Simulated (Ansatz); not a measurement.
# AlMgH (triplet): wave-function methods side by side, def2-TZVPP

One table from this session's results is given with a row withheld; the runs are named, their logs left out.

Program: Ansatz 0.2.0, Gaussian basis. Level of theory: def2-TZVPP, core rule «outside noble gas», up to 10 orbitals frozen. These are calculated values, not measurements.

The runs, in order: UHF; ROHF; CCSD(T) on UHF.

2 further runs of the same task are left out: 2 set aside as unsound or not needed.

## What is computed

The geometry is a PBE0/def2-TZVP stationary point (not a proven minimum) of the parent state, kept for this charge and spin.

3 atoms, charge 0, spin multiplicity 3.

Atoms are counted from 1 here; the program's logs count them from 0.

Bond lengths: Al1–H3 1.697 Å.

Geometry (Å):

```
Al    0.0000   -0.0563    1.3575
Mg    0.0000    0.0005   -1.5347
H     0.0000    1.4949    0.6687
```

The first run:

The input, in.yaml:

```yaml
crystal:
  periodic: [false, false, false]
  atoms:
    - {symbol: Al, position_ang: [0.000000, -0.056293, 1.357502]}
    - {symbol: Mg, position_ang: [0.000000, 0.000499, -1.534727]}
    - {symbol: H, position_ang: [0.000000, 1.494872, 0.668724]}
basis:
  gaussian: {orbitals: def2-TZVPP}
magnetization: {spin_polarized: true, initial_magnetization: 2}
hamiltonian: {xc: hf}
output: {orbitals: {seedname: orbitals}}
```

Launch:

```bash
> ansatz run in.yaml --threads 1 --pin off --events-out ev --progress --plain --max-ram 2560MiB --backend cpu
```

Steps of the session up to this table: UHF; ROHF; CCSD(T) on UHF.

One of the session's tables, all rows but one given; the rest of the session is left out.

It belongs to the step «Misses and costs». 

| method | from UCCSD(T) (kcal/mol) |
| --- | --- |
| ROHF | +66.44 |
| UHF | ? |
| UMP2 | +17.47 |
| UCCSD | +2.21 |
| UCCSD(T) | 0 |

Q: Estimate the row for UHF from the others.

The run gave: from UCCSD(T) (kcal/mol): +63.26. In the column «from UCCSD(T) (kcal/mol)» it lies between UMP2 (+17.47) and ROHF (+66.44).
